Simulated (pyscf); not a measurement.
This saddle point was located with ωB97X-D3(BJ)/def2-SVP in PySCF.

```xyz
20

Si     0.9041     0.1583     2.6436
Si    -0.1763     1.1318     0.8191
Si    -2.4553     1.5982     1.0235
Ge     1.1132     1.0646    -1.2676
Si    -0.9746     1.3207    -2.4249
Si     0.8116    -1.2804    -0.8582
H      0.5126    -1.2764     2.7054
H      0.4991     0.8306     3.9114
H      2.3729     0.2910     2.4365
H     -3.2022     0.3456     0.7275
H     -2.8311     2.6799     0.0754
H     -2.7326     2.0212     2.4261
H     -1.4459     2.7417    -2.3745
H     -0.8091     0.9598    -3.8675
H     -2.1018     0.4839    -1.8925
H     -0.5399    -1.6268    -0.2908
H      1.8066    -1.7724     0.1468
H      0.9807    -2.0829    -2.1083
H      0.3282     2.6513     1.2580
H      0.7692     2.3827     0.3732
```
Charge 0, spin multiplicity 1.

Surface: singlet, charge 0. Lowest wavenumbers (cm⁻¹): 1048i, 24, 70, 78, 94.

### Question
Which two sides does it connect, and which bonds change?

### Answer
H₃Si–Ge:–Si(SiH₃)(SiH₃)–SiH₃ [singlet] + hydrogen (H₂) <-> H₃Si–SiH(SiH₃)–GeH(SiH₃)–SiH₃, a multi-bond step read from left to right: Si–Si, H–H broken and H–Si, Ge–Si, Ge–H formed. At ωB97M-D3(BJ)/def2-TZVP it lies +1.15 eV from the left side and +2.75 eV from the right (each side as separated species at their lowest minima found). On the reactant side the descent ends in an adduct with a Ge–Si contact (not fully relaxed), 0.06 eV under the separated species and 1.29 eV under the saddle at ωB97X-D3(BJ)/def2-TZVP. What is counted as formed (Ge–Si) is already present as a longer contact in the reactant adduct; forming that adduct is a step of its own. At the saddle there is also a short H–Si contact that neither side keeps. One saddle was located; it need not be the lowest between these sides. Elements up to Kr have no core potential and no relativistic terms here.
